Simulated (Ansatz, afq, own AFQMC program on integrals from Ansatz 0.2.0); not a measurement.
## MgF⁻, singlet: AFQMC among the cluster methods

```yaml
atoms:
  - { symbol: F, position_ang: [0.0000, 0.0000, 0.0000] }
  - { symbol: Mg, position_ang: [0.0000, 0.0000, 6.3830] }
```

Basis aug-cc-pVDZ. Noble-gas cores (and the filled d shells of Ga–Kr and In–Xe) are frozen. Ansatz 0.2.0 and our own AFQMC program on the same integrals; the CISD trial comes from CCSD amplitudes, and released means the phaseless constraint is let go. Error bars are statistical, one sigma.

Determinant: RHF, the one that the program's search chose, which needn't be the lowest solution. The geometry is a point of a scan.

No full CI on the walks' own integrals is used here; CCSDT(Q) serves as the reference and is uncertain by about the last step of the cluster series.

Cautions: higher spins were not checked; raised T1 diagnostic (T1 0.022, weight of the determinant 0.88, largest double 0.10).

- T1 diagnostic: 0.0224
- weight of the determinant in the CISD state: 0.875
- size of the correlated space: 10 electrons in 44 orbitals

Reference: CCSDT(Q), correlation energy -7.460 eV. The released energy is read at 0.99 1/Eh, later times being too noisy (meV from the phaseless value at times in 1/Eh: -16 ± 52 at 0.24, 47 ± 46 at 0.51, 46 ± 55 at 0.99, 162 ± 94 at 1.62, 61 ± 202 at 2.40).

| level | E − E(reference) (mEh) | share of correlation (%) |
| --- | --- | --- |
| HF | 274.15 | 0.00 |
| MP2 | 14.82 | 94.59 |
| CCSD | 6.85 | 97.50 |
| CCSD(T) | 0.88 | 99.68 |
| CCSDT | 0.53 | 99.81 |
| ph-AFQMC/HF | -9.35 ± 2.75 | 103.41 |
| ph-AFQMC/CISD | -0.88 ± 1.24 | 100.32 |
| released AFQMC | 0.80 ± 2.03 | 99.71 |

A walk keeps the symmetry of its determinant, which the program's search chose and which needn't be the lowest solution, so a lower state of the same spin and another symmetry isn't excluded. Released energies are given only where the last usable release times agree within the noise; a slower fall can still hide under it.
